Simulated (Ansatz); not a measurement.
**C2O4, 6 atoms: time against threads**

Aim: measure how long a single point at CAM-B3LYP takes on C2O4, and how the time changes with the share of the machine.

Program: Ansatz 0.2.0 (single point, CAM-B3LYP, Gaussian basis). Host: Arm Neoverse N1, 56 cores, 56 hardware threads, 90 GiB; it was booked for these runs alone, one at a time. Each run is timed once from launch to exit, start-up included.

**1. The job**

A cluster of 6 atoms and 44 electrons, in the basis cc-pvtz.

**2. Baseline**

The input, input.yaml:

```yaml
crystal:
  periodic: [false, false, false]
  atoms:
    - { symbol: C, position_ang: [0.0000, 0.0000, 0.0000] }
    - { symbol: O, position_ang: [-1.0681, 0.4524, 0.0096] }
    - { symbol: O, position_ang: [1.0681, -0.4524, -0.0096] }
    - { symbol: C, position_ang: [0.0000, 0.0000, 4.6000] }
    - { symbol: O, position_ang: [-0.4330, 0.0459, 5.6752] }
    - { symbol: O, position_ang: [0.4330, -0.0459, 3.5248] }
basis:
  gaussian: { orbitals: cc-pvtz }
hamiltonian: { xc: { name: CAM-B3LYP } }
```

The run is started by

```console
$ taskset -c 8-63 ansatz run input.yaml --threads 32 --backend cpu --max-ram 64GiB --events-out ev --progress --plain --runs-dir out
```

**3. On 2 threads**

input.yaml is that of step 2.

(Steps that only read results are left out.)

Q: Predict the timings and the best choice. Wanted: reference; fastest over threads; speed-up from 2 to 32 threads.

As calculated:

| quantity | value |
| --- | --- |
| reference | 0.69 s on 32 threads |
| fastest over threads | 0.69 s on 32 |
| speed-up from 2 to 32 threads | 4.8 (30 % efficient) |

In words: Going from 2 to 32 threads cuts the time by a factor of 4.8, 30 % of the ideal. At a few seconds, start-up and serial parts weigh heavily. The figures hold for this build, input and host.
